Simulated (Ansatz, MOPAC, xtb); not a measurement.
## CS (carbon monosulfide): methods side by side

CS, singlet, SMILES `[C-]#[S+]`. Each level relaxes the structure for itself.

Quantity: the harmonic wavenumber, in cm⁻¹. The values are calculated.

Measured value to compare with: Huber and Herzberg, Constants of Diatomic Molecules gives the harmonic wavenumber of the gas as 1285 cm⁻¹.

```tsv
level	kind	program	value (cm⁻¹)	computed − measured
PM3	semi-empirical	MOPAC	1137	-148
PM6-DH2X	semi-empirical	MOPAC	1114	-171
GFN1-xTB	semi-empirical	xtb	1472	+187
GFN2-xTB	semi-empirical	xtb	1387	+102
PBE-D3(BJ)/def2-TZVP	GGA	Ansatz	1263	-22
r2SCAN/def2-TZVP	meta-GGA	Ansatz	1304	+19
B3LYP-D4/def2-TZVP	global hybrid	Ansatz	1310	+25
wB97X-V/def2-TZVP	range-separated hybrid	Ansatz	1368	+83
CCSD(T)/def2-TZVP	coupled cluster or CI	Ansatz	1276	-9
```

Nearest: CCSD(T)/def2-TZVP (-9 cm⁻¹); farthest: GFN1-xTB (+187 cm⁻¹). Computed less measured by kind, in cm⁻¹ (def2-TZVP rows): semi-empirical -171 to +187; GGA -22; meta-GGA +19; global hybrid +25; range-separated hybrid +83; coupled cluster or CI -9. Harmonic and unscaled.
